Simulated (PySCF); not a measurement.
Numbering as in the mapped SMILES `[CH3:1][O:2][CH2:3][CH:4]([CH3:5])[CH3:6]`. Hydrogens are named by the atom that carries them.

- PBE0-D3(BJ)/def2-SVP geometry
- shieldings: GIAO B3LYP/pcSseg-1
- program: PySCF 2.14.0 with density-fitted response routines
- no solvent model, one computed conformer, no relativistic terms, averaged over atoms made equivalent by symmetry, fast rotation or ring inversion

Referencing at the same level of theory: $^{13}$C and $^{1}$H vs TMS; $^{17}$O vs H2O.

```tsv
atoms	nucleus	count	δ (ppm)
C1	$^{13}$C	1	?
O2	$^{17}$O	1	33.2
H(C3)	$^{1}$H	2	2.82
C3	$^{13}$C	1	83.5
C4	$^{13}$C	1	?
H(C4)	$^{1}$H	1	1.60
C5/C6	$^{13}$C	2	21.3
H(C5)/H(C6)	$^{1}$H	6	0.89
H(C1)	$^{1}$H	3	?
```

Question: Complete the table.

Answer: 
- C1: 60.5 ppm, methyl carbon bonded to O; pulled downfield by the heteroatom
- C4: 32.9 ppm, sp3 CH; saturated and bonded to C and H only
- H(C1): 3.34 ppm, hydrogen on a methyl carbon bonded to O; its carbon carries O, an electronegative neighbour

Shifts are as computed. Against solution values, carbons near 30 ppm lie about +2 ppm off and those near 130 ppm about +6 ppm. Of 1211 compounds with measured shifts, 218 miss one by over three times the rms of a fit or turn the order of signals round; such compounds aren't used in these exercises. Experimental scales use liquid or dissolved standards, which lie at an offset from isolated H2O (liquid H2O: subtract about 36 ppm).
